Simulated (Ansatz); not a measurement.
# CH2ClN: taking an electron away

The task here is to estimate one member of a computed series from the others.

Method: unrestricted cation, the program's frozen cores in correlated methods; program: Ansatz 0.2.0, Gaussian basis.

The runs, in order: UKS PBE-D4/def2-TZVPP; UKS r2SCAN-D4/def2-TZVPP; UKS PBE0-D4/def2-TZVPP; UKS B3LYP-D4/def2-TZVPP; UKS wB97X-V/def2-TZVPP; UKS wB97M-V/def2-TZVPP; UKS B2PLYP/def2-TZVPP; UHF-CCSD(T)/def2-TZVPP; UHF-MP2/def2-QZVPP; extrapolation to the limit; then −ε(HOMO) from the neutral's earlier runs with LDA (SPW92), PBE-D4, revPBE-D4, BLYP-D4, r2SCAN-D4, B97M-V, PBE0-D4, B3LYP-D4, r2SCANh-D4, r2SCAN0-D4, HSE06-D4, BHLYP-D4, CAM-B3LYP-D4, LC-ωPBE, ωB97X-V, ωB97M-V.

## The relaxed structure

All runs share one geometry, relaxed beforehand with PBE0-D4 in a triple-zeta def2 set.

SMILES `N=CCl`, 5 atoms, charge 0, spin multiplicity 1.

Atoms are counted from 1 here; the program's logs count them from 0.

Bond lengths: N1–C2 1.247 Å, N1–H4 1.019 Å, C2–Cl3 1.729 Å, C2–H5 1.091 Å. Angles: C2–N1–H4 110.5°, N1–C2–Cl3 121.0°, N1–C2–H5 128.0°, Cl3–C2–H5 111.0°.

Set-up of the first run:

Contents of in.yaml:

```yaml
crystal:
  periodic: [false, false, false]
  atoms:
    - {symbol: N, position_ang: [-0.754770, -0.588442, -0.272244]}
    - {symbol: C, position_ang: [0.240916, 0.066214, 0.096646]}
    - {symbol: Cl, position_ang: [1.513065, -0.680338, 0.999044]}
    - {symbol: H, position_ang: [-1.400563, 0.006384, -0.789179]}
    - {symbol: H, position_ang: [0.451252, 1.122581, -0.075569]}
basis:
  gaussian: {orbitals: def2-TZVPP}
total_charge: 1
magnetization: {spin_polarized: true, initial_magnetization: 1}
hamiltonian: {xc: pbe, dispersion: d4}
```

Among the steps run: Cation, UKS PBE-D4/def2-TZVPP; Cation, UKS r2SCAN-D4/def2-TZVPP; Cation, UKS PBE0-D4/def2-TZVPP; Cation, UKS B3LYP-D4/def2-TZVPP; Cation, UKS wB97X-V/def2-TZVPP; Cation, UKS wB97M-V/def2-TZVPP; Cation, UKS B2PLYP (frozen core)/def2-TZVPP; Cation, UHF-CCSD(T)/def2-TZVPP; Cation, UHF-MP2/def2-QZVPP.

One table of the session follows, with a row left open; its other results are not shown here.

For comparison, −ε(HOMO) of the neutral from earlier runs:

| functional | −ε(HOMO) (eV) |
| --- | --- |
| LDA (SPW92) | 7.11 |
| PBE-D4 | 7.01 |
| revPBE-D4 | 6.96 |
| BLYP-D4 | 6.91 |
| r2SCAN-D4 | 7.37 |
| B97M-V | 7.53 |
| PBE0-D4 | 8.58 |
| B3LYP-D4 | 8.33 |
| r2SCANh-D4 | 7.95 |
| r2SCAN0-D4 | 8.82 |
| HSE06-D4 | 8.17 |
| BHLYP-D4 | 9.90 |
| CAM-B3LYP-D4 | ? |
| LC-ωPBE | 11.40 |
| ωB97X-V | 11.06 |
| ωB97M-V | 10.95 |

Q: Estimate the row for CAM-B3LYP-D4 from the others.

**Answer.** −ε(HOMO) (eV): 10.03. In the column «−ε(HOMO) (eV)» it lies between BHLYP-D4 (9.90) and ωB97M-V (10.95).
